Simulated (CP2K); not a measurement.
# [CF2]+ (SMILES F[C+]F) at PM6

What is the energy change on altering one bond length of [CF2]+ at PM6? 

Program for the calculation: CP2K 2026.2.

5 further runs of the same task are left out: 3 that didn't finish, 2 set aside as unsound or not needed.

### 1 The system as given

[CF2]+: 3 atoms, total charge +1, spin state doublet. SMILES: `F[C+]F`. The coordinates come from a PBE0-D4/def2-TZVP relaxation.

Bond lengths: F1–C2 1.214 Å, C2–F3 1.214 Å. Angles: F1–C2–F3 124.6°.

### 2 The energy at PM6

molecule.xyz reads:

```xyz
3

F      0.379110     0.972980     0.316190
C      0.275710    -0.221360     0.127270
F     -0.654830    -0.751620    -0.443470
```

qs.inp reads:

```
&global
   project_name qs
   run_type ENERGY
   print_level MEDIUM
&end

&force_eval
   method Quickstep
   &dft
      charge 1
      multiplicity 2
      lsd T
      &qs
         method PM6
         eps_default 1.0E-10
         &se
            &coulomb
               cutoff [angstrom] 50
               rc_range [angstrom] 0
            &end
            &exchange
               cutoff [angstrom] 50
               rc_range [angstrom] 0
            &end
         &end
      &end
      &poisson
         periodic NONE
         poisson_solver ANALYTIC
      &end
      # SCF settings
      &scf
         scf_guess ATOMIC
         eps_scf 1.0E-06
         max_scf 40
         &ot ON
            minimizer CG
            preconditioner FULL_ALL
         &end
         &outer_scf
            eps_scf 1.0E-06
            max_scf 8
         &end
      &end
      &print
         &moments
            periodic F
            reference COM
            max_moment 1
         &end
         &mo_cubes
            nlumo 1
            nhomo -1
            write_cube F
         &end
         &hirshfeld OFF
         &end
      &end
   &end
   # structure
   &subsys
      &cell
         abc [angstrom] 13 13.7 12.8
         periodic NONE
      &end
      &topology
         coord_file_name molecule.xyz
         coord_file_format XYZ
         &center_coordinates
         &end
      &end
   &end
&end
```

Launch:

```
$ OMP_NUM_THREADS=1 cp2k.psmp -i qs.inp > qs.out 2>&1
```

The program printed, shortened:

```text
CP2K| version string:                                       CP2K version 2026.2
[...]
 GLOBAL| Method name                                                        CP2K
[...]
 GLOBAL| Run type                                                         ENERGY
[...]
                             - Atoms:                                          3
[...]
                             - Spherical basis functions:                     12
[...]
 Number of electrons:                                                          9
[...]
     1 OT CG       0.15E+00    0.1     0.18545688       -36.3137010017 -3.63E+01
[...]
    35 OT CG       0.19E+00    0.0     0.00000093       -38.6541548670 -4.55E-11
  *** SCF run converged in    35 steps ***
  Core-core repulsion energy [eV]:                            797.94520363116874
  Core Hamiltonian energy [eV]:                             -1708.78532580793899
  Two-electron integral energy [eV]:                         -281.98584711778886
  Electronic energy [eV]:                                   -1849.77824936683328
  Total energy [eV]:                                        -1051.83304573566488
  Atomic reference energy [eV]:                              1060.56553491470049
  Heat of formation [kcal/mol]:                               201.37600035967688
[...]
 SE_DIPOLE| Moment [Debye]         -0.80069718       0.64286552      -0.36961803
 SE_DIPOLE| Derivative [a.u.]       0.00000000       0.00000000       0.00000000
 *** WARNING in qs_scf_post_se.F:140 :: Printing of MO cube files not ***
 *** implemented for Semi-Empirical method.                           ***
 ENERGY| Total FORCE_EVAL ( QS ) energy [hartree]            -38.654154866961562
[...]
```

Run time: 4.8 s. Hardware: 1 thread of Intel Xeon at 2.50GHz (Skylake/Cascade Lake), shared host; peak memory 0.19 GiB.

### 3 The distorted shape

molecule.xyz reads:

```xyz
3

F      1.123558     1.397197     0.772792
C      1.020158     0.202857     0.583872
F     -0.654830    -0.751620    -0.443470
```

gas.inp reads:

```
&GLOBAL
   PROJECT gas
   RUN_TYPE ENERGY
   PRINT_LEVEL MEDIUM
&END GLOBAL

&FORCE_EVAL
   METHOD QUICKSTEP
   &DFT
      CHARGE 1
      MULTIPLICITY 2
      UKS T
      &QS
         METHOD PM6
         EPS_DEFAULT 1.0E-10
         &SE
            &COULOMB
               CUTOFF [angstrom] 50
               RC_RANGE [angstrom] 0
            &END COULOMB
            &EXCHANGE
               CUTOFF [angstrom] 50
               RC_RANGE [angstrom] 0
            &END EXCHANGE
         &END SE
      &END QS
      &POISSON
         PERIODIC NONE
         POISSON_SOLVER ANALYTIC
      &END POISSON
      &SCF
         SCF_GUESS ATOMIC
         EPS_SCF 1.0E-06
         MAX_SCF 40
         &OT
            MINIMIZER CG
            PRECONDITIONER FULL_ALL
         &END OT
         &OUTER_SCF
            EPS_SCF 1.0E-06
            MAX_SCF 8
         &END OUTER_SCF
      &END SCF
      &PRINT
         &MOMENTS
            PERIODIC F
            REFERENCE COM
            MAX_MOMENT 1
         &END MOMENTS
         &MO_CUBES
            NLUMO 1
            NHOMO -1
            WRITE_CUBE F
         &END MO_CUBES
         &HIRSHFELD OFF
         &END HIRSHFELD
      &END PRINT
   &END DFT
   &SUBSYS
      &CELL
         ABC 13.8 14.1 13.2
         PERIODIC NONE
      &END CELL
      &TOPOLOGY
         COORD_FILE_NAME molecule.xyz
         COORD_FILE_FORMAT XYZ
         &CENTER_COORDINATES
         &END CENTER_COORDINATES
      &END TOPOLOGY
   &END SUBSYS
&END FORCE_EVAL
```

Launch:

```
$ OMP_NUM_THREADS=1 cp2k.psmp gas.inp > gas.out
```

The program printed, shortened:

```text
CP2K| version string:                                       CP2K version 2026.2
[...]
 GLOBAL| Method name                                                        CP2K
[...]
 GLOBAL| Run type                                                         ENERGY
[...]
                             - Atoms:                                          3
[...]
                             - Spherical basis functions:                     12
[...]
 Number of electrons:                                                          9
[...]
     1 OT CG       0.15E+00    0.1     0.15959060       -36.6566009449 -3.67E+01
[...]
    32 OT CG       0.11E+01    0.0     0.00000099       -38.5514150100 -3.13E-10
  *** SCF run converged in    32 steps ***
  Core-core repulsion energy [eV]:                            635.78913348259402
  Core Hamiltonian energy [eV]:                             -1709.63018023827090
  Two-electron integral energy [eV]:                           49.60738941301019
  Electronic energy [eV]:                                   -1684.82648553176568
  Total energy [eV]:                                        -1049.03735204917166
  Atomic reference energy [eV]:                              1060.56553491470049
  Heat of formation [kcal/mol]:                               265.84623344835416
[...]
 SE_DIPOLE| Moment [Debye]         -2.71301211      -0.37581992      -1.53474274
 SE_DIPOLE| Derivative [a.u.]       0.00000000       0.00000000       0.00000000
 *** WARNING in qs_scf_post_se.F:140 :: Printing of MO cube files not ***
 *** implemented for Semi-Empirical method.                           ***
 ENERGY| Total FORCE_EVAL ( QS ) energy [hartree]            -38.551415009950595
[...]
```

Run time: 7.5 s. Hardware: 1 thread of Intel Xeon at 2.50GHz (Skylake/Cascade Lake), shared host; peak memory 0.18 GiB.

### 4 Results

Level: PM6.

| quantity | value |
| --- | --- |
| first shape: total energy | -38.65415 Eh |
| first shape: heat of formation | 201.4 kcal/mol |
| distorted shape: total energy | -38.55142 Eh |
| distorted shape: heat of formation | 265.8 kcal/mol |
| energy change with the C2–F3 bond stretched from 1.214 to 2.185 Å | 2.796 eV |

With the C2–F3 bond stretched from 1.214 to 2.185 Å the energy rises by 2.80 eV (270 kJ/mol). The first shape isn't relaxed at this level, so the change isn't measured from a minimum.
